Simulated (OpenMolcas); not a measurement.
# A workflow on C3H4O (propargyl alcohol)

Wanted: a single-point energy (singlet C3H4O, HF/ANO-RCC-MB), then the energy (singlet C3H4O, CASSCF(4,4)/ANO-RCC-VDZP), then a single-point energy (singlet C3H4O, CASPT2(4,4)/ANO-RCC-VDZP), then the energy (triplet C3H4O, CASPT2(4,4)/ANO-RCC-VDZP) of C3H4O. 

The calculation is run with OpenMolcas 26.06.

## Step 1: The system as given

C3H4O has 8 atoms, charge 0, and is taken as a singlet. As SMILES, `C#CCO`. The coordinates come from a GFN2-xTB relaxation. This is one conformer, not always the lowest.

Bond lengths: C1–C2 1.197 Å, C2–C3 1.454 Å, C3–O4 1.413 Å, C1–H5 1.049 Å, C3–H6 1.103 Å, C3–H7 1.095 Å, O4–H8 0.964 Å. Angles: C1–C2–C3 175.3°, C2–C3–O4 113.1°, C2–C1–H5 177.4°, C2–C3–H6 108.8°, C2–C3–H7 109.7°, O4–C3–H6 110.7°, O4–C3–H7 105.9°, C3–O4–H8 108.9°, H6–C3–H7 108.6°.

## Step 2: A single-point energy at HF/ANO-RCC-MB (DKH2) (run 1)

step1.inp

```
* C3H4O Hartree-Fock
&GATEWAY
Coord
8
bohr
C     -1.21649230     2.58452173    -2.05700468
C     -0.16750532     1.22372995    -0.58579620
C      0.99036767    -0.60012033     1.11282192
O     -0.55694008    -2.72575986     1.57741109
H     -2.09464803     3.84780364    -3.30749315
H      2.82634998    -1.18550079     0.31749289
H      1.31834853     0.27470949     2.95880089
H     -1.09948045    -3.41938383    -0.01623275
Basis=ANO-RCC-MB
Group=NoSym
&SEWARD
&SCF
PrOrbitals=1 1
```

The run is started by

```sh
$ export MOLCAS_MEM=1860
$ pymolcas step1.inp > step1.log
```

Output:

```text
--- Start Module: gateway ---
[...]
--- Stop Module: gateway /rc=_RC_ALL_IS_WELL_ ---
--- Start Module: seward ---
[...]
      Basis functions           24
--- Stop Module: seward /rc=_RC_ALL_IS_WELL_ ---
[...]
--- Start Module: scf ---
[...]
       Convergence after  11 Iterations
[...]
::    Total SCF energy                               -190.5950005925
[...]
      Total spin, S                                     0.0000000000
[...]
      Total electronic charge=   30.000000
      Total            charge=   -0.000000
[...]
      Dipole Moment (debye):
      Origin of the operator (angstrom)=   -0.1197   -0.0528    0.0644
                   X=  6.1153E-01               Y=  4.3566E-01               Z= -1.5501E+00           Total=  1.7223E+00
      Quadrupole Moment (debye*angstrom):
[...]
--- Stop Module: scf /rc=_RC_ALL_IS_WELL_ ---
[...]
```

Wall time 2.2 s (1 thread of Arm Neoverse V2, shared host); peak memory 0.41 GiB.

## Step 3: The energy at CASSCF(4,4)/ANO-RCC-VDZP (DKH2, RICD fitting) (run 2)

step2.inp

```
&GATEWAY
 Coord
 8
 bohr
 C     -1.21649230     2.58452173    -2.05700468
 C     -0.16750532     1.22372995    -0.58579620
 C      0.99036767    -0.60012033     1.11282192
 O     -0.55694008    -2.72575986     1.57741109
 H     -2.09464803     3.84780364    -3.30749315
 H      2.82634998    -1.18550079     0.31749289
 H      1.31834853     0.27470949     2.95880089
 H     -1.09948045    -3.41938383    -0.01623275
 Basis=ANO-RCC-MB
 Group=NoSym

&SEWARD

&RASSCF
 FileOrb=$CurrDir/step1.ScfOrb
 Spin=1
 Nactel=4 0 0
 Inactive=13
 Ras2=4
 OrbListing=Nothing
>>> COPY $Project.RunFile RUNFIL1
>>> COPY $Project.RasOrb INPORB

&GATEWAY
 Coord
 8
 bohr
 C     -1.21649230     2.58452173    -2.05700468
 C     -0.16750532     1.22372995    -0.58579620
 C      0.99036767    -0.60012033     1.11282192
 O     -0.55694008    -2.72575986     1.57741109
 H     -2.09464803     3.84780364    -3.30749315
 H      2.82634998    -1.18550079     0.31749289
 H      1.31834853     0.27470949     2.95880089
 H     -1.09948045    -3.41938383    -0.01623275
 Basis=ANO-RCC-VDZP
 Group=NoSym
 RICD

&SEWARD
>>> COPY $Project.RunFile RUNFIL2

&EXPBAS

&RASSCF
 FileOrb=$Project.ExpOrb
 Spin=1
 Nactel=4 0 0
 Inactive=13
 Ras2=4
 OrbListing=Nothing
 OrbAppear=Compact
```

The run is started by

```sh
$ export MOLCAS_MEM=1860
$ pymolcas step2.inp > step2.log
```

Output:

```text
--- Start Module: gateway ---
[...]
--- Stop Module: gateway /rc=_RC_ALL_IS_WELL_ ---
[...]
      Basis functions           24
[...]
      Number of active orbitals                  4
[...]
      Spin quantum number                      0.0
[...]
      Active orbitals                            4
[...]
      Number of CSFs                            20
[...]
      Number of root(s) required                 1
[...]
      Convergence after 13 iterations
[...]
      printout of CI-coefficients larger than  0.05 for root  1
      energy=    -190.669387
      conf/sym  1111     Coeff  Weight
             1  2200  -0.96728 0.93564
             8  2002   0.13720 0.01882
            10  udud  -0.11850 0.01404
            12  0220   0.13872 0.01924
            15  uudd   0.09763 0.00953
      Natural orbitals and occupation numbers for root  1
      sym 1:   1.933290   1.934068   0.066764   0.065878
      ************************************************************************************************************************
      *                                                    Final results                                                     *
[...]
::    RASSCF root number  1 Total energy:   -190.66938749
[...]
      Basis functions           76
[...]
--- Start Module: expbas ---
[...]
--- Stop Module: expbas /rc=_RC_ALL_IS_WELL_ ---
--- Start Module: rasscf ---
[...]
      Convergence after 13 iterations
[...]
      Natural orbitals and occupation numbers for root  1
      sym 1:   1.940222   1.941527   0.059819   0.058432
      ************************************************************************************************************************
      *                                                    Final results                                                     *
[...]
::    RASSCF root number  1 Total energy:   -190.94455252
[...]
      Total electronic charge=   30.000000
      Total            charge=   -0.000000
[...]
      Dipole Moment (debye):
      Origin of the operator (angstrom)=   -0.1197   -0.0528    0.0644
                   X=  5.1773E-01               Y=  5.7157E-01               Z= -1.5089E+00           Total=  1.6945E+00
      Quadrupole Moment (debye*angstrom):
[...]
--- Stop Module: rasscf /rc=_RC_ALL_IS_WELL_ ---
[...]
```

Wall time 6.9 s (1 thread of Arm Neoverse V2, shared host); peak memory 0.41 GiB.

Run 3 isn't shown in full; the table further down has it.

## Step 4: The triplet: a single-point energy at CASPT2(4,4)/ANO-RCC-VDZP (DKH2, RICD fitting, ipea shift 0.25 Eh, pt2 variant SS) (run 4)

step4.input

```
>>> EXPORT MOLCAS_PRINT=2

&GATEWAY
  Coord
  8
  angstrom
  C       -0.643740       1.367670      -1.088520
  C       -0.088640       0.647570      -0.309990
  C        0.524080      -0.317570       0.588880
  O       -0.294720      -1.442410       0.834730
  H       -1.108440       2.036170      -1.750250
  H        1.495640      -0.627340       0.168010
  H        0.697640       0.145370       1.565730
  H       -0.581820      -1.809460      -0.008590
  Basis=ANO-RCC-VDZP
  Group=NoSym
  RICD

&SEWARD

&RASSCF
  FileOrb=$CurrDir/step2.RasOrb
  Spin=3
  Nactel=4 0 0
  Inactive=13
  Ras2=4
  OrbListing=Nothing
  OrbAppear=Compact

&CASPT2
  Imaginary=0.2
```

The run is started by

```sh
$ export MOLCAS_MEM=1860
$ pymolcas step4.input > step4.log
```

Output:

```text
--- Start Module: gateway ---
[...]
--- Stop Module: gateway /rc=_RC_ALL_IS_WELL_ ---
[...]
      Basis functions           76
[...]
--- Start Module: rasscf ---
[...]
      Number of active orbitals                  4
[...]
      Spin quantum number                      1.0
[...]
      Active orbitals                            4
[...]
      Number of CSFs                            15
[...]
      Number of root(s) required                 1
[...]
      Convergence after 16 iterations
[...]
      printout of CI-coefficients larger than  0.05 for root  1
      energy=    -190.721593
      conf/sym  1111     Coeff  Weight
             2  2u0u  -0.56834 0.32301
             3  u2u0   0.80252 0.64404
            13  u0u2   0.14395 0.02072
            14  0u2u  -0.11058 0.01223
      Natural orbitals and occupation numbers for root  1
      sym 1:   1.310786   1.623315   0.689214   0.376685
      ************************************************************************************************************************
      *                                                    Final results                                                     *
[...]
::    RASSCF root number  1 Total energy:   -190.72159290
[...]
      Total electronic charge=   30.000000
      Total            charge=   -0.000000
[...]
      Dipole Moment (debye):
      Origin of the operator (angstrom)=   -0.1197   -0.0528    0.0644
                   X=  4.6269E-01               Y=  7.7171E-01               Z= -1.6449E+00           Total=  1.8749E+00
      Quadrupole Moment (debye*angstrom):
[...]
--- Stop Module: rasscf /rc=_RC_ALL_IS_WELL_ ---
[...]
--- Start Module: caspt2 ---
[...]
      E2 (Variational):          -0.5410931282
      Total energy:            -191.2626860288
[...]
      Reference weight:           0.84979
[...]
::    CASPT2 Root  1     Total energy:   -191.26268603
[...]
--- Stop Module: caspt2 /rc=_RC_ALL_IS_WELL_ ---
[...]
```

It took 5.4 s on 1 thread of Arm Neoverse V2, shared host; peak memory 0.082 GiB.

## Step 5: All runs side by side

```
run                                                                              level  integral approximation      active rule  partner  energy (Eh)  dipole moment (D) of the reference  wall time
  1                                                               HF/ANO-RCC-MB (DKH2)                    none                –     base  -190.595001                                1.72      2.2 s
  2                                      CASSCF(4,4)/ANO-RCC-VDZP (DKH2, RICD fitting)                    RICD  frontier window     base  -190.944553                                1.69      6.9 s
  3  CASPT2(4,4)/ANO-RCC-VDZP (DKH2, RICD fitting, ipea shift 0.25 Eh, pt2 variant SS)                    RICD  frontier window     base  -191.469543                                1.69      4.2 s
  4  CASPT2(4,4)/ANO-RCC-VDZP (DKH2, RICD fitting, ipea shift 0.25 Eh, pt2 variant SS)                    RICD  frontier window  triplet  -191.262686                                1.87      5.4 s
```

## Step 6: What came out

| quantity | value |
| --- | --- |
| triplet: total energy | -191.26269 Eh |
| triplet: dipole moment (CASSCF density) | 1.87 D |
| vertical energy of the triplet above the singlet | 5.629 eV |

In words: At this shape the triplet lies 5.63 eV (543 kJ/mol) above the singlet. In run 1 the basis is minimal, so the values are rough. All runs together took 19 s, the longest 6.9 s.
